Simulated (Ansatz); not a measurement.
OSi (`[O+]#[Si-]`): measurement beside calculation (Ansatz, PBE0-D4/def2-TZVP geometry).

Bond lengths: O1–Si2 1.509 Å.

Measured: 11.59 ± 0.01 eV (ionisation energy: adiabatic, X1Sigma+ (v=0) to SiO+ X2Sigma+ (v+=0), corrected for trap field, 1+1 REMPI band cut-off). Source: IP determination and 1+1 REMPI spectrum of SiO at 210-220 nm with implications for SiO$^{+}$ ion trap loading, 2017 (arxiv:1710.08905).

| level | vertical IE (eV) | minus measured (eV) |
| --- | --- | --- |
| PBE-D4/def2-TZVPP | 11.28 | -0.31 |
| r2SCAN-D4/def2-TZVPP | 11.32 | -0.27 |
| PBE0-D4/def2-TZVPP | 11.40 | -0.19 |
| B3LYP-D4/def2-TZVPP | 11.46 | -0.13 |
| ωB97X-V/def2-TZVPP | 11.52 | -0.07 |
| ωB97M-V/def2-TZVPP | 11.49 | -0.10 |
| B2PLYP/def2-TZVPP | 11.73 | 0.14 |
| −ε(HOMO), LDA (SPW92) | 7.54 | -4.05 |
| −ε(HOMO), PBE | 7.40 | -4.19 |
| −ε(HOMO), revPBE | 7.35 | -4.24 |
| −ε(HOMO), BLYP | 7.28 | -4.31 |
| −ε(HOMO), r2SCAN | 7.70 | -3.89 |
| −ε(HOMO), B97M-V | 7.76 | -3.83 |
| −ε(HOMO), PBE0 | 8.78 | -2.81 |
| −ε(HOMO), B3LYP | 8.55 | -3.04 |
| −ε(HOMO), r2SCANh | 8.21 | -3.38 |
| −ε(HOMO), r2SCAN0 | 8.97 | -2.62 |
| −ε(HOMO), HSE06 | 8.37 | -3.22 |
| −ε(HOMO), BHLYP | 10.02 | -1.57 |
| −ε(HOMO), CAM-B3LYP | 10.18 | -1.41 |
| −ε(HOMO), LC-ωPBE | 11.51 | -0.08 |
| −ε(HOMO), ωB97X-V | 11.17 | -0.42 |
| −ε(HOMO), ωB97M-V | 11.01 | -0.58 |

Computed values are vertical and leave out zero-point energy and spin–orbit coupling, so an adiabatic measurement lies lower by the cation's relaxation.

B3LYP here is the variant with VWN-RPA as its local correlation; programs differ in this.
